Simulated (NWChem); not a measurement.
Molecule: SiCl₄; SMILES Cl[Si](Cl)(Cl)Cl

```xyz
5

Cl    -1.1518    -1.4185    -0.8972
Si     0.0000     0.0000     0.0000
Cl    -1.1978     1.4207     0.8312
Cl     1.1341    -0.8656     1.4520
Cl     1.2155     0.8634    -1.3860
```
Atoms are numbered in this order, from 1.

Computed with NWChem. The geometry was optimised at PBE0/def2-SVP. Level: PBE0/def2-SVP with SMD (1 M gas to 1 M solution), gas-phase geometry. Reactions with the solvent are ignored.

For solvent n-hexane:

```
Property                                     Result
-------------------------------------------  ------
solvation free energy (kcal/mol)               -3.9
cavity-dispersion-structure term (kcal/mol)    -3.8
```

Question: How do the values read with solvent water instead?

Answer: 
| Property | Value |
|---|---|
| solvation free energy (kcal/mol) | 1.2 |
| cavity-dispersion-structure term (kcal/mol) | 1.5 |
